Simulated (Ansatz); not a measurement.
Ansatz (an electronic-structure program) input (B3LYP-D3(BJ)/def2-TZVP):

Ansatz 0.2 input:
```yaml
crystal:
  periodic: [false, false, false]
  atoms:
    - {symbol: C, position_ang: [1.27969120, 0.01799503, 0.11674447]}
    - {symbol: C, position_ang: [-0.04641183, 0.35484800, -0.12605693]}
    - {symbol: H, position_ang: [1.56535525, -0.96544945, 0.48118818]}
    - {symbol: H, position_ang: [2.07649718, 0.73303796, -0.05175505]}
    - {symbol: H, position_ang: [-0.18059473, 1.38076163, -0.49050458]}
    - {symbol: C, position_ang: [-1.23602420, -0.35185707, 0.00185736]}
    - {symbol: H, position_ang: [-1.25850655, -1.38060421, 0.35222871]}
    - {symbol: H, position_ang: [-2.18628219, 0.10633833, -0.24642669]}
basis:
  gaussian:
    orbitals: def2-TZVP
hamiltonian:
  xc: b3lyp
  dispersion: d3bj
total_charge: -1
phonons: {temperatures: {t_min: 298.15, t_max: 298.15, t_step: 100}}
```

Output:

```
Functional definition: B3LYP
integrals: 0.03 GiB planned
760 factors; their error is unknown
mean field: 0.37 GiB planned
mean field evaluation 1: about -3187.6728 eV, gradient 4.3e1 eV
mean field evaluation 2: about -3183.5769 eV, gradient 5.7e1 eV
mean field evaluation 4: about -3192.4262 eV, gradient 2.8e0 eV
mean field evaluation 8: about -3192.4286 eV, gradient 4.0e-2 eV
mean field evaluation 16: about -3192.4286 eV, gradient 1.9e-6 eV
mean field -3192.42863481 eV, -117.3195884236 hartree, gradient 1.7e-6 eV, S^2 0.000000; 0 other end points of the search recorded, 0 dependent functions left out
the calculation of the forces begins
reference -3192.42887693 eV, -117.3195973211 hartree; 12, 12 occupied and 111, 111 virtual orbitals, 760 factors
these checks for a lower state are left out or cut short: stability, starts, cluster_reference, orbital_swaps, neighbouring_geometries, increment
integrals: 0.03 GiB planned
760 factors; their error is unknown
mean field: 0.37 GiB planned
mean field -3192.42845581 eV, -117.3195818451 hartree, gradient 2.2e-6 eV, S^2 0.000000; 0 other end points of the search recorded, 0 dependent functions left out
the calculation of the forces begins
reference -3192.42869791 eV, -117.3195907422 hartree; 12, 12 occupied and 111, 111 virtual orbitals, 760 factors
these checks for a lower state are left out or cut short: stability, starts, cluster_reference, orbital_swaps, neighbouring_geometries, increment
integrals: 0.03 GiB planned
760 factors; their error is unknown
mean field: 0.37 GiB planned
mean field evaluation 32: about -3192.4284 eV, gradient 3.1e-6 eV
mean field -3192.42844828 eV, -117.3195815685 hartree, gradient 3.1e-6 eV, S^2 0.000000; 0 other end points of the search recorded, 0 dependent functions left out
the calculation of the forces begins
reference -3192.42869040 eV, -117.3195904664 hartree; 12, 12 occupied and 111, 111 virtual orbitals, 760 factors
these checks for a lower state are left out or cut short: stability, starts, cluster_reference, orbital_swaps, neighbouring_geometries, increment
integrals: 0.03 GiB planned
760 factors; their error is unknown
mean field: 0.37 GiB planned
mean field -3192.42855601 eV, -117.3195855275 hartree, gradient 2.0e-6 eV, S^2 0.000000; 0 other end points of the search recorded, 0 dependent functions left out
the calculation of the forces begins
reference -3192.42879816 eV, -117.3195944265 hartree; 12, 12 occupied and 111, 111 virtual orbitals, 760 factors
these checks for a lower state are left out or cut short: stability, starts, cluster_reference, orbital_swaps, neighbouring_geometries, increment
integrals: 0.03 GiB planned
760 factors; their error is unknown
mean field: 0.37 GiB planned
mean field -3192.42850589 eV, -117.3195836857 hartree, gradient 2.2e-6 eV, S^2 0.000000; 0 other end points of the search recorded, 0 dependent functions left out
the calculation of the forces begins
reference -3192.42874796 eV, -117.3195925816 hartree; 12, 12 occupied and 111, 111 virtual orbitals, 760 factors
these checks for a lower state are left out or cut short: stability, starts, cluster_reference, orbital_swaps, neighbouring_geometries, increment
integrals: 0.03 GiB planned
760 factors; their error is unknown
mean field: 0.37 GiB planned
mean field -3192.42848383 eV, -117.3195828748 hartree, gradient 2.2e-6 eV, S^2 0.000000; 0 other end points of the search recorded, 0 dependent functions left out
the calculation of the forces begins
reference -3192.42872586 eV, -117.3195917693 hartree; 12, 12 occupied and 111, 111 virtual orbitals, 760 factors
these checks for a lower state are left out or cut short: stability, starts, cluster_reference, orbital_swaps, neighbouring_geometries, increment
integrals: 0.03 GiB planned
760 factors; their error is unknown
mean field: 0.37 GiB planned
mean field -3192.42849317 eV, -117.3195832181 hartree, gradient 2.3e-6 eV, S^2 0.000000; 0 other end points of the search recorded, 0 dependent functions left out
the calculation of the forces begins
reference -3192.42873536 eV, -117.3195921186 hartree; 12, 12 occupied and 111, 111 virtual orbitals, 760 factors
these checks for a lower state are left out or cut short: stability, starts, cluster_reference, orbital_swaps, neighbouring_geometries, increment
integrals: 0.03 GiB planned
760 factors; their error is unknown
mean field: 0.37 GiB planned
mean field evaluation 64: about -3192.4283 eV, gradient 4.1e-1 eV
mean field -3192.42852814 eV, -117.3195845032 hartree, gradient 3.2e-6 eV, S^2 0.000000; 0 other end points of the search recorded, 0 dependent functions left out
the calculation of the forces begins
reference -3192.42877027 eV, -117.3195934014 hartree; 12, 12 occupied and 111, 111 virtual orbitals, 760 factors
these checks for a lower state are left out or cut short: stability, starts, cluster_reference, orbital_swaps, neighbouring_geometries, increment
integrals: 0.03 GiB planned
760 factors; their error is unknown
mean field: 0.37 GiB planned
mean field -3192.42854581 eV, -117.3195851526 hartree, gradient 3.1e-6 eV, S^2 0.000000; 0 other end points of the search recorded, 0 dependent functions left out
the calculation of the forces begins
reference -3192.42878790 eV, -117.3195940495 hartree; 12, 12 occupied and 111, 111 virtual orbitals, 760 factors
these checks for a lower state are left out or cut short: stability, starts, cluster_reference, orbital_swaps, neighbouring_geometries, increment
integrals: 0.03 GiB planned
760 factors; their error is unknown
mean field: 0.37 GiB planned
mean field -3192.42863927 eV, -117.3195885875 hartree, gradient 3.1e-6 eV, S^2 0.000000; 0 other end points of the search recorded, 0 dependent functions left out
the calculation of the forces begins
reference -3192.42888140 eV, -117.3195974853 hartree; 12, 12 occupied and 111, 111 virtual orbitals, 760 factors
these checks for a lower state are left out or cut short: stability, starts, cluster_reference, orbital_swaps, neighbouring_geometries, increment
integrals: 0.03 GiB planned
760 factors; their error is unknown
mean field: 0.37 GiB planned
mean field -3192.42860637 eV, -117.3195873781 hartree, gradient 3.1e-6 eV, S^2 0.000000; 0 other end points of the search recorded, 0 dependent functions left out
the calculation of the forces begins
reference -3192.42884847 eV, -117.3195962752 hartree; 12, 12 occupied and 111, 111 virtual orbitals, 760 factors
these checks for a lower state are left out or cut short: stability, starts, cluster_reference, orbital_swaps, neighbouring_geometries, increment
integrals: 0.03 GiB planned
760 factors; their error is unknown
mean field: 0.37 GiB planned
mean field evaluation 96: about -3192.4286 eV, gradient 4.5e-3 eV
mean field -3192.42858116 eV, -117.3195864518 hartree, gradient 3.1e-6 eV, S^2 0.000000; 0 other end points of the search recorded, 0 dependent functions left out
the calculation of the forces begins
reference -3192.42882323 eV, -117.3195953477 hartree; 12, 12 occupied and 111, 111 virtual orbitals, 760 factors
these checks for a lower state are left out or cut short: stability, starts, cluster_reference, orbital_swaps, neighbouring_geometries, increment
integrals: 0.03 GiB planned
760 factors; their error is unknown
mean field: 0.37 GiB planned
mean field -3192.42857421 eV, -117.3195861964 hartree, gradient 3.1e-6 eV, S^2 0.000000; 0 other end points of the search recorded, 0 dependent functions left out
the calculation of the forces begins
reference -3192.42881637 eV, -117.3195950955 hartree; 12, 12 occupied and 111, 111 virtual orbitals, 760 factors
these checks for a lower state are left out or cut short: stability, starts, cluster_reference, orbital_swaps, neighbouring_geometries, increment
integrals: 0.03 GiB planned
760 factors; their error is unknown
mean field: 0.37 GiB planned
mean field -3192.42861441 eV, -117.3195876737 hartree, gradient 3.0e-6 eV, S^2 0.000000; 0 other end points of the search recorded, 0 dependent functions left out
the calculation of the forces begins
reference -3192.42885654 eV, -117.3195965717 hartree; 12, 12 occupied and 111, 111 virtual orbitals, 760 factors
these checks for a lower state are left out or cut short: stability, starts, cluster_reference, orbital_swaps, neighbouring_geometries, increment
integrals: 0.03 GiB planned
760 factors; their error is unknown
mean field: 0.37 GiB planned
mean field -3192.42858865 eV, -117.3195867272 hartree, gradient 3.1e-6 eV, S^2 0.000000; 0 other end points of the search recorded, 0 dependent functions left out
the calculation of the forces begins
reference -3192.42883075 eV, -117.3195956243 hartree; 12, 12 occupied and 111, 111 virtual orbitals, 760 factors
these checks for a lower state are left out or cut short: stability, starts, cluster_reference, orbital_swaps, neighbouring_geometries, increment
integrals: 0.03 GiB planned
760 factors; their error is unknown
mean field: 0.37 GiB planned
mean field evaluation 128: about -3192.4286 eV, gradient 3.0e-6 eV
mean field -3192.42858553 eV, -117.3195866125 hartree, gradient 3.0e-6 eV, S^2 0.000000; 0 other end points of the search recorded, 0 dependent functions left out
the calculation of the forces begins
reference -3192.42882767 eV, -117.3195955110 hartree; 12, 12 occupied and 111, 111 virtual orbitals, 760 factors
these checks for a lower state are left out or cut short: stability, starts, cluster_reference, orbital_swaps, neighbouring_geometries, increment
integrals: 0.03 GiB planned
760 factors; their error is unknown
mean field: 0.37 GiB planned
mean field -3192.42860220 eV, -117.3195872252 hartree, gradient 3.0e-6 eV, S^2 0.000000; 0 other end points of the search recorded, 0 dependent functions left out
the calculation of the forces begins
reference -3192.42884429 eV, -117.3195961217 hartree; 12, 12 occupied and 111, 111 virtual orbitals, 760 factors
Total energy: -3192.62356602 eV, -117.3267520132 hartree
Atom 0 at     1.279691     0.017995     0.116744 Å, force     0.000286    -0.000088     0.000058 eV/Å
Atom 1 at    -0.046412     0.354848    -0.126057 Å, force    -0.000018     0.000138    -0.000049 eV/Å
Atom 2 at     1.565355    -0.965449     0.481188 Å, force     0.000062     0.000238    -0.000076 eV/Å
Atom 3 at     2.076497     0.733038    -0.051755 Å, force    -0.000231    -0.000196     0.000045 eV/Å
Atom 4 at    -0.180595     1.380762    -0.490505 Å, force     0.000002    -0.000013     0.000005 eV/Å
Atom 5 at    -1.236024    -0.351857     0.001857 Å, force    -0.000252    -0.000167     0.000033 eV/Å
Atom 6 at    -1.258507    -1.380604     0.352229 Å, force    -0.000121     0.000211    -0.000084 eV/Å
Atom 7 at    -2.186282     0.106338    -0.246427 Å, force     0.000272    -0.000122     0.000068 eV/Å
Dipole moment:    -0.017023     0.130152    -0.046235 e Å
Vibrations: 255.03 366.99 431.59 514.43 663.16 926.52 968.14 1015.45 1227.41 1275.47 1418.91 1481.91 1573.44 2995.46 3087.70 3095.88 3161.51 3166.80 cm⁻¹, zero-point energy 1.712582 eV
```

It need not be the lowest isomer of its formula. Whether it binds its extra electron was not tested at this geometry.
